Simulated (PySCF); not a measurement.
A geometry optimisation on `c1cnccn1`.

Computed with PBE0/def2-SVP geometry optimisation, gas phase (PySCF 2.14.0). Start geometry: GFN2-xTB. A driver script takes a list of jobs; this job's settings line and coordinates (Å) are shown.

Input:
```
{"job": {"xc": "PBE0", "basis": "def2-SVP", "grid": 1, "kind": "geom"}, "charge": 0, "multiplicity": 1}
C      1.097180    -0.744340     0.032723
C      1.160006     0.643527     0.017819
N      0.063724     1.385006    -0.019024
C     -1.095352     0.745334    -0.038882
C     -1.158291    -0.642512    -0.020771
N     -0.061911    -1.383965     0.013517
H      1.985319    -1.360640     0.060349
H      2.100148     1.177464     0.035139
H     -1.983522     1.361419    -0.069298
H     -2.098418    -1.176638    -0.034100
```

Output:
```
step   0  E = -263.81481647  max force = 0.010434
step   1  E = -263.81588973  max force = 0.001317
step   2  E = -263.81589655  max force = 0.000164
optimisation converged
```

Energies in Eh; «max force» is the largest Cartesian gradient component in Eh/bohr.

Q: Give the first gradient maximum in eV/Å.

A: With 1 Eh/bohr = 51.422 eV/Å, 0.537 eV/Å.

Q: How much energy does the optimisation release, in eV?

A: E(step 0) − E(last step) = 0.001080 Eh, which is 0.029 eV.

Main results: final energy -263.81590 Eh after 2 steps; dipole 0.00 D.

Q: Where do the atoms end?

A: 0.020 Å rms from the input after alignment:
```
atom  x, y, z in Å
C1     1.1019   -0.7494    0.0328
C2     1.1662    0.6459    0.0140
N3     0.0701    1.3974   -0.0240
C4    -1.0907    0.7494   -0.0431
C5    -1.1549   -0.6459   -0.0243
N6    -0.0588   -1.3973    0.0137
H7     2.0173   -1.3514    0.0641
H8     2.1330    1.1619    0.0300
H9    -2.0060    1.3514   -0.0739
H10   -2.1217   -1.1619   -0.0407
```

On Arm Neoverse V2, one thread (shared host), this took 6.0 s wall and 0.46 GiB of memory at its peak.
Labels such as C1 count atoms from 1, the log's own numbers from 0.
